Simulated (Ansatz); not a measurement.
We consider diamond-structure Si, described by r²SCAN in Ansatz (PAW).

A relaxed, unreconstructed slab of the (111) face has 12 atoms, two equal faces of 12.834 Å² each and an energy of -7665.9712 eV. A bulk cell of 6 atoms with the same orientation and in-plane k mesh has -3834.4000 eV. Energies are extrapolated to zero smearing.

Numerical settings: plane-wave cutoff 500 eV, 12×12×1 k mesh (along the axes of the cell as run), gaussian smearing 0.02 eV, scalar-relativistic PAW data made under PBE.

Worked out: γ = (E_slab − N E_bulk per atom)/2A = [-7665.9712 − 12 × (-3834.4000/6)]/(2 × 12.834) = 0.1102 eV/Å². With 16.022 J/m² per eV/Å² this is 1.77 J/m², or 1.41 eV per surface cell and face.

Ansatz is a program for electronic structure.
